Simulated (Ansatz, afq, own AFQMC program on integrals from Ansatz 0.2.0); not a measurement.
AFQMC on a folder of integrals that Ansatz 0.2.0 wrote.

```yaml
crystal:
  periodic: [false, false, false]
  atoms:
    - {symbol: B, position_ang: [0.000000, 0.000000, 1.153245]}
    - {symbol: N, position_ang: [0.000000, 0.000000, -0.080303]}
    - {symbol: H, position_ang: [0.000000, 0.000000, -1.072942]}
basis:
  gaussian: {orbitals: cc-pVDZ}
magnetization: {spin_polarized: true, initial_magnetization: 1}
correlation: {method: ccsd_t, electrons: outside_noble_gas, hamiltonian_folder: ham}
```

```sh
$ ansatz run in.yaml --threads 1 --pin off --events-out ev --progress --plain --max-ram 1843MiB
```

Options of the walk:

```
--method phaseless --trial cisd --walkers 60 --populations 1 --least-time 40 --time-step 0.005 --steps-per-block 50 --equilibration-blocks 28 --max-blocks 300 --target-error 0.00036 --factor-cut 1e-05 --start spin_pure --seed 7740 --release-times 0.24,0.51,0.99,1.62,2.4 --release-step 0.03 --release-every 4 --taylor-order 6
```

Times are imaginary, in 1/Eh. The walk had a cap of 678 s.

```
orbitals 31  electrons 5 4  factors 230 of 313
reference energy -79.65654827 Eh
CCSD correlation -0.23271039 Eh in 12 cycles, weight of the determinant in the CISD state 0.8915
energy of the start -79.885348 Eh
 block  time / (1/Eh)  mean weight  energy / Eh
     1     0.250  0.9982  -79.888192
     2     0.500  0.9989  -79.893507
     3     0.750  0.9984  -79.894457
     4     1.000  0.9989  -79.895901
     5     1.250  1.0004  -79.893239
     8     2.000  1.0001  -79.904025
    17     4.250  0.9985  -79.894133
    41    10.250  1.0017  -79.889761
    65    16.250  0.9991  -79.893883
    73    18.250  1.0012  -79.921887
    89    22.250  1.0013  -79.891564
   113    28.250  1.0003  -79.896853
   137    34.250  1.0035  -79.905466
   161    40.250  0.9984  -79.893967
   185    46.250  0.9986  -79.899269
   193    48.250  1.0000  -79.888350
   209    52.250  1.0040  -79.897028
   233    58.250  1.0038  -79.904903
   257    64.250  1.0006  -79.897941
   281    70.250  0.9975  -79.903620
   305    76.250  1.0002  -79.900823
   321    80.250  1.0017  -79.910521
blocks merged  error / Eh  count
     1  0.000328  300
     2  0.000404  150
     4  0.000492  75
     8  0.000553  37
    16  0.000537  18
    32  0.000643  9
released: time / (1/Eh)  energy / Eh  error  mean overlap
  0.24  -79.899387  0.000566  1.0003
  0.51  -79.899538  0.000491  1.0070
  0.99  -79.899723  0.000545  0.9953
  1.62  -79.899734  0.000543  1.0088
  2.40  -79.899356  0.000758  1.0301
energy -79.898354 +/- 0.000553 Eh
(rows thinned)
```

Q: Estimate how long the walk took on 1 thread of Arm Neoverse V2 (shared host).

A: 4.1 min of wall time.

The run passed its tests (sampling time, drift between the halves within three errors, error under three times the target), which doesn't prove that it has relaxed.

Against this walk (error 15.1 meV) on the same determinant: CCSD(T) 5.8 meV higher (within the noise), CCSDT(Q) 45.2 meV lower. The error is statistical and leaves out the bias of the constraint. Released to 2.40 1/Eh the energy moves by -27 ± 26 meV (both errors), within twice the noise. CCSDT(Q) is the surest value here, so the walk's 45 meV above it is most likely the bias of the constraint with this trial, which can have either sign.

Cautions: constraint bias not in the error; error above the target (15.1 against 9.8 meV); unrestricted determinant slightly spin contaminated (⟨S²⟩ 0.85 against 0.75).

CCSDT and higher add their correlation energy to the determinant of the CCSD(T) run, since their own runs factorise the integrals more tightly (a shift of under 2 meV). A walk keeps the symmetry of its determinant, which the program's search chose and which needn't be the lowest solution, so a lower state of the same spin and another symmetry isn't excluded.
